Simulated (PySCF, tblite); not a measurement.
**C2H4ClO radical, a cluster model of a defect (C site with back bonds C, O, Cl): EPR parameters**

Wanted: the EPR parameters for `C[C](O)Cl`. It is drawn as: dangling bond.

Programs: tblite 0.8.0 and PySCF 2.14.0. All values are calculated, for the isolated system unless a continuum is named. Atoms count from 0, parts from 1.

## 1. The system as given

8 atoms, charge 0, multiplicity 2; geometry: distance geometry start.

## 2. Relaxing the cluster with GFN2-xTB

Job settings and geometry (Å):

```
{"job": {"kind": "relax", "xc": "GFN2-xTB", "basis": "xTB"}, "charge": 0, "multiplicity": 2}
C      0.395659     0.502187    -0.399250
C     -0.849730    -0.164836     0.136856
O      1.445914    -0.324381    -0.708708
Cl     0.822195     2.024355     0.384430
H     -1.011987     0.165582     1.148263
H     -1.669502     0.129268    -0.551315
H     -0.760408    -1.264822     0.041046
H      1.618949    -1.039090    -0.081269
```

With the program's defaults for keys left out, this is: GFN2-xTB geometry optimisation, gas phase.

Run with:

```console
$ OMP_NUM_THREADS=1 python cluster_run.py task.json out
```

The driver reads the jobs from task.json and runs them one after another.

Output:

```text
step      E/eV     max force
  0    -404.34333    1.417
  1    -404.40500    0.590
  2    -404.43073    0.476
  3    -404.44728    0.354
  4    -404.45355    0.210
  5    -404.45766    0.200
  6    -404.46109    0.176
  7    -404.46368    0.179
  8    -404.46568    0.120
  9    -404.46742    0.145
 10    -404.46895    0.153
 11    -404.47040    0.130
 12    -404.47183    0.101
 13    -404.47307    0.087
 14    -404.47394    0.084
 15    -404.47447    0.068
 16    -404.47492    0.074
 17    -404.47553    0.090
 18    -404.47635    0.114
 19    -404.47721    0.098
 20    -404.47796    0.085
 21    -404.47870    0.102
 22    -404.47977    0.110
 23    -404.48171    0.189
 24    -404.48447    0.270
 25    -404.48667    0.199
 26    -404.45508    1.562
 27    -404.48832    0.096
 28    -404.48894    0.058
 29    -404.49014    0.107
 30    -404.49083    0.199
 31    -404.49148    0.105
 32    -404.49204    0.062
 33    -404.49252    0.065
 34    -404.49347    0.091
 35    -404.49462    0.130
 36    -404.49494    0.149
 37    -404.49575    0.117
 38    -404.49609    0.065
 39    -404.49655    0.063
 40    -404.49715    0.105
 41    -404.49804    0.137
 42    -404.49911    0.125
 43    -404.50025    0.111
 44    -404.50139    0.110
 45    -404.50230    0.084
 46    -404.50194    0.267
 47    -404.50300    0.068
 48    -404.50313    0.058
 49    -404.50343    0.043
 50    -404.50362    0.053
 51    -404.50436    0.092
 52    -404.50530    0.116
 53    -404.50670    0.168
 54    -404.50822    0.144
 55    -404.50958    0.183
 56    -404.50976    0.340
 57    -404.51213    0.183
 58    -404.51347    0.120
 59    -404.51495    0.333
 60    -404.51598    0.118
 61    -404.51682    0.086
 62    -404.51754    0.142
 63    -404.51820    0.095
 64    -404.51891    0.095
 65    -404.51927    0.042
 66    -404.51948    0.070
 67    -404.51965    0.062
 68    -404.51977    0.086
 69    -404.51988    0.056
 70    -404.51999    0.069
 71    -404.52009    0.035
 72    -404.52020    0.029
 73    -404.52041    0.022
 74    -404.52058    0.022
 75    -404.52064    0.097
 76    -404.52072    0.025
 77    -404.52077    0.017
 78    -404.52080    0.014
 79    -404.52082    0.005
```

It took 0.49 s on 1 thread of Arm Neoverse N1, shared host.

Step by step:

```csv
step,energy from step 0 (eV),largest force (eV/Å)
0,0.0000,1.4174
3,-0.1039,0.3538
6,-0.1178,0.1760
9,-0.1241,0.1452
12,-0.1285,0.1003
15,-0.1311,0.0682
18,-0.1330,0.1137
21,-0.1354,0.1024
24,-0.1411,0.2705
27,-0.1450,0.0963
30,-0.1475,0.1991
33,-0.1492,0.0653
36,-0.1516,0.1485
39,-0.1532,0.0634
42,-0.1558,0.1246
45,-0.1590,0.0848
48,-0.1598,0.0573
51,-0.1610,0.0927
54,-0.1649,0.1440
57,-0.1688,0.1825
60,-0.1727,0.1185
63,-0.1749,0.0951
66,-0.1762,0.0701
69,-0.1766,0.0558
72,-0.1769,0.0288
75,-0.1773,0.0970
78,-0.1775,0.0141
79,-0.1775,0.0049
```

Distances of close pairs at the start and the end, largest changes first:

```csv
bond,before (Å),after (Å),change (Å)
C0–Cl3,1.764,1.726,-0.038
C1–H5,1.110,1.086,-0.024
C0–C1,1.511,1.488,-0.023
C1–H4,1.076,1.098,+0.022
C1–H6,1.108,1.090,-0.018
C0–O2,1.372,1.364,-0.008
O2–H7,0.967,0.966,-0.001
```

## 3. Optimising the geometry at PBE0-D3(BJ)/def2-SVP

Job settings and geometry (Å):

```
{"job": {"xc": "PBE0", "basis": "def2-SVP", "d3": "d3bj", "grid": 2, "kind": "geom", "shake": 0.01}, "charge": 0, "multiplicity": 2}
C      0.464686     0.416667    -0.397525
C     -0.816368    -0.190801     0.090688
O      1.598568    -0.251030    -0.353479
Cl     0.679084     2.133593    -0.111535
H     -0.795794    -0.358677     1.167547
H     -1.662312     0.458289    -0.137155
H     -0.944782    -1.151375    -0.396721
H      1.522995    -1.085219     0.110279
```

Output:

```text
step   0  E = -613.40437194  max force = 0.026515
step   1  E = -613.40530587  max force = 0.007437
step   2  E = -613.40585817  max force = 0.003481
step   3  E = -613.40600336  max force = 0.001102
step   4  E = -613.40609250  max force = 0.000873
step   5  E = -613.40617755  max force = 0.001910
step   6  E = -613.40622331  max force = 0.001366
step   7  E = -613.40623488  max force = 0.000329
optimisation converged
```

Run time: 64 s. Hardware: 1 thread of Arm Neoverse N1, shared host; peak memory 0.42 GiB.

Along the way:

```csv
step,energy from step 0 (eV),largest force component (eV/Å)
0,0.0000,1.3635
1,-0.0254,0.3824
2,-0.0404,0.1790
3,-0.0444,0.0567
4,-0.0468,0.0449
5,-0.0491,0.0982
6,-0.0504,0.0702
7,-0.0507,0.0169
```

Distances of close pairs at the start and the end, largest changes first:

```csv
bond,before (Å),after (Å),change (Å)
C0–O2,1.317,1.349,+0.032
C1–H4,1.090,1.109,+0.019
C1–H6,1.085,1.102,+0.017
C0–C1,1.499,1.486,-0.013
C0–Cl3,1.754,1.742,-0.011
O2–H7,0.957,0.965,+0.008
C1–H5,1.090,1.098,+0.008
```

The final coordinates are the input of the step that follows.

```csv
at the end point,value
point group (found at 0.08 Å tolerance),C1
"rotational constants (GHz, main isotopes)","9.502, 4.804, 3.304"
dipole moment (D),3.02
⟨S²⟩,0.753
```

## 4. g tensor and hyperfine couplings: B3LYP/IGLO-III+pcH-1

Job settings and geometry (Å):

```
{"job": {"kind": "epr"}, "charge": 0, "multiplicity": 2}
C      0.568676     0.381093    -0.335429
C     -0.795369    -0.155358    -0.088912
O      1.637903    -0.323325     0.087735
Cl     0.769014     2.099616    -0.130277
H     -1.055645    -0.153748     0.989561
H     -1.548474     0.447556    -0.613251
H     -0.869259    -1.190677    -0.459874
H      1.339614    -1.132383     0.521500
```

Level: UKS B3LYP, IGLO-III on C Cl O, pcH-1 on H, non-relativistic, mean-field spin-orbit, GIAO.

Output:

```text
UKS, coarse grid
  cycle   1  E = -613.99631428  |g| = 4.80e-01
  cycle   2  E = -613.87306971  |g| = 7.63e-01
  cycle   3  E = -614.07511949  |g| = 9.46e-02
  cycle   4  E = -614.07853833  |g| = 3.50e-02
  cycle   5  E = -614.07907171  |g| = 6.59e-03
  cycle   6  E = -614.07909320  |g| = 3.50e-03
  cycle   7  E = -614.07910090  |g| = 1.07e-03
  cycle   8  E = -614.07910056  |g| = 6.64e-04
UKS, final grid
  cycle   1  E = -614.07909474  |g| = 9.64e-04
  cycle   2  E = -614.07909410  |g| = 1.51e-03
  cycle   3  E = -614.07909520  |g| = 6.59e-05
  cycle   4  E = -614.07909520  |g| = 2.85e-05
E = -614.07909520 Eh   <S^2> = 0.7535 (exact 0.7500)
g shifts (ppm)      1          2          3
  rmc          -211       -211       -211
  gc             12         12         25
  oz_so        -669       2931       5161
  total        -867       2732       4976
hyperfine (MHz)  atom isotope    a_iso     a_fc   dipolar eigenvalues
    0   13C     318.21     317.88    -72.54    -71.35    143.89
    1   13C       5.72       5.70     -3.07     -2.08      5.15
    2   17O     -49.51     -49.47    -43.76     21.38     22.39
    3  35Cl      27.26      27.38    -25.71    -17.52     43.23
    4    1H     106.61     106.60     -3.67     -2.86      6.53
    5    1H      16.33      16.31     -5.54     -4.49     10.02
    6    1H      20.99      20.99     -5.53     -4.52     10.05
    7    1H      18.35      18.29    -10.98     -5.51     16.49
```

It took 41 s on 1 thread of Arm Neoverse N1, shared host; peak memory 0.53 GiB.

Principal g values 2.00145, 2.00505, 2.00730; g(iso) = 2.00460, against 2.00232 for a free electron.

Hyperfine couplings, nucleus by nucleus at this fixed geometry (no averaging over rotations):

```csv
nuclei,isotope,a(iso) (MHz),"a(iso) (G, at g = 2.0023)",largest dipolar term (MHz)
C0,13C,318.2,113.5,143.9
H4,1H,106.6,38.0,6.5
O2,17O,-49.5,-17.7,-43.8
Cl3,35Cl,27.3,9.7,43.2
H6,1H,21.0,7.5,10.0
H7,1H,18.3,6.5,16.5
H5,1H,16.3,5.8,10.0
C1,13C,5.7,2.0,5.2
```

Mulliken spin populations:

```csv
atom,value (e)
C0,0.84
C1,-0.09
O2,0.07
Cl3,0.08
H4,0.07
H5,0.00
H6,0.01
H7,0.01
```

In first order the couplings over 0.8 MHz of 1H, 35Cl give 64 distinct lines over 87.1 G.

## 5. g tensor and hyperfine couplings: BHandHLYP/IGLO-III+pcH-1

Same as in step 4 but for these lines:

```diff
@@ -1,2 +1,2 @@
-{"job": {"kind": "epr"}, "charge": 0, "multiplicity": 2}
+{"job": {"kind": "epr", "xc": "BHandHLYP"}, "charge": 0, "multiplicity": 2}
 C      0.568676     0.381093    -0.335429
```

Method: UKS BHandHLYP, IGLO-III on C Cl O, pcH-1 on H, non-relativistic, mean-field spin-orbit, GIAO.

Output:

```text
UKS, coarse grid
  cycle   1  E = -613.89326249  |g| = 4.24e-01
  cycle   2  E = -613.89011960  |g| = 4.72e-01
  cycle   3  E = -613.96706022  |g| = 4.81e-02
  cycle   4  E = -613.96822324  |g| = 1.81e-02
  cycle   5  E = -613.96844655  |g| = 7.05e-03
  cycle   6  E = -613.96848787  |g| = 2.71e-03
  cycle   7  E = -613.96849706  |g| = 1.34e-03
  cycle   8  E = -613.96849965  |g| = 4.56e-04
UKS, final grid
  cycle   1  E = -613.96849520  |g| = 3.49e-04
  cycle   2  E = -613.96849527  |g| = 3.02e-04
  cycle   3  E = -613.96849532  |g| = 8.85e-05
  cycle   4  E = -613.96849534  |g| = 4.47e-05
  cycle   5  E = -613.96849534  |g| = 5.08e-06
E = -613.96849534 Eh   <S^2> = 0.7558 (exact 0.7500)
g shifts (ppm)      1          2          3
  rmc          -210       -210       -210
  gc             10         14         25
  oz_so        -724       2622       4788
  total        -924       2426       4602
hyperfine (MHz)  atom isotope    a_iso     a_fc   dipolar eigenvalues
    0   13C     357.76     357.46    -76.02    -74.51    150.53
    1   13C      -2.91      -2.93     -3.44     -1.63      5.07
    2   17O     -52.82     -52.79    -42.41     20.30     22.11
    3  35Cl      27.45      27.59    -26.39    -15.06     41.44
    4    1H     109.76     109.76     -3.46     -2.94      6.40
    5    1H      17.51      17.50     -5.84     -4.56     10.40
    6    1H      22.14      22.14     -5.84     -4.55     10.39
    7    1H      15.97      15.92    -11.08     -5.50     16.57
```

Run time: 45 s. Hardware: 1 thread of Arm Neoverse N1, shared host; peak memory 0.56 GiB.

In short: g(iso) 2.00435.

## 6. Run by run: EPR parameters

g, ⟨S²⟩ and isotropic hyperfine couplings (MHz), with basis size and wall time:

```csv
run,g(iso),⟨S²⟩,13C C0,1H H4,17O O2,35Cl Cl3,1H H6,functions,time
B3LYP/IGLO-III+pcH-1,2.00460,0.753,318.2,106.6,-49.5,27.3,21.0,189,41 s
BHandHLYP/IGLO-III+pcH-1,2.00435,0.756,357.8,109.8,-52.8,27.4,22.1,189,45 s
```

## 7. Results

```
                            quantity                 value
                         point group                    C1
rotational constants (main isotopes)  9.50, 4.80, 3.30 GHz
                      g(iso) (B3LYP)               2.00460
                                ⟨S²⟩    0.753 (exact 0.75)
                      largest a(iso)  13C on C0, 318.2 MHz
```

The optimisation took 7 steps and gained 0.051 eV; among the close pairs (by a distance rule), C0–O2 changed most, from 1.317 to 1.349 Å (PBE0/def2-SVP). No frequency check was run at this level, so the end point may be a saddle. Most of the unpaired spin sits on C0 (0.84 e). The isotropic g lies 2.3 ppt above the free-electron value. The coupling of 13C on C0 runs from 318.2 (B3LYP/IGLO-III+pcH-1) to 357.8 MHz (BHandHLYP/IGLO-III+pcH-1).
